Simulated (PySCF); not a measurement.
**SMILES Cc1ccc[nH]1, C5H7N**

Molfile (atoms numbered from 1):
```
C5H7N
     RDKit          3D

 13 13  0  0  0  0  0  0  0  0999 V2000
    1.7961   -0.5146    1.1164 C   0  0  0  0  0  0  0  0  0  0  0  0
    0.5451   -0.1692    0.3728 C   0  0  0  0  0  0  0  0  0  0  0  0
    0.1724   -0.3926   -0.9528 C   0  0  0  0  0  0  0  0  0  0  0  0
   -1.1385    0.1459   -1.1406 C   0  0  0  0  0  0  0  0  0  0  0  0
   -1.5381    0.6865    0.0757 C   0  0  0  0  0  0  0  0  0  0  0  0
   -0.5112    0.4873    0.9748 N   0  0  0  0  0  0  0  0  0  0  0  0
    2.3183    0.3842    1.5120 H   0  0  0  0  0  0  0  0  0  0  0  0
    2.5030   -1.0353    0.4436 H   0  0  0  0  0  0  0  0  0  0  0  0
    1.6056   -1.1889    1.9802 H   0  0  0  0  0  0  0  0  0  0  0  0
    0.7922   -0.8956   -1.7043 H   0  0  0  0  0  0  0  0  0  0  0  0
   -1.7282    0.1402   -2.0643 H   0  0  0  0  0  0  0  0  0  0  0  0
   -2.4631    1.1934    0.3712 H   0  0  0  0  0  0  0  0  0  0  0  0
   -0.5264    0.7823    1.9499 H   0  0  0  0  0  0  0  0  0  0  0  0
  1  2  1  0
  2  3  2  0
  3  4  1  0
  4  5  2  0
  5  6  1  0
  6  2  1  0
  1  7  1  0
  1  8  1  0
  1  9  1  0
  3 10  1  0
  4 11  1  0
  5 12  1  0
  6 13  1  0
M  END
```

Computed, not measured: UKS PBE/def2-SVP four-point reorganisation energy, gas phase in PySCF 2.14.0. Geometry: PBE/def2-SVP.

Question: What is the inner reorganisation energy for hole transfer, with the ionisation energy?

Answer: λ = 0.160 (surface of the oxidised species) + 0.157 (surface of the starting species) = 0.317 eV. The ionisation energy is 7.73 eV vertical and 7.57 eV adiabatic without zero-point energy; at the relaxed geometry of the oxidised species the two energies differ by 7.41 eV. Largest bond changes: C2–C3 1.395 → 1.446 Å, C4–C5 1.390 → 1.436 Å, C3–C4 1.430 → 1.384 Å, C1–C2 1.496 → 1.471 Å, C5–N6 1.379 → 1.363 Å. ⟨S²⟩ of the relaxed oxidised species 0.756.
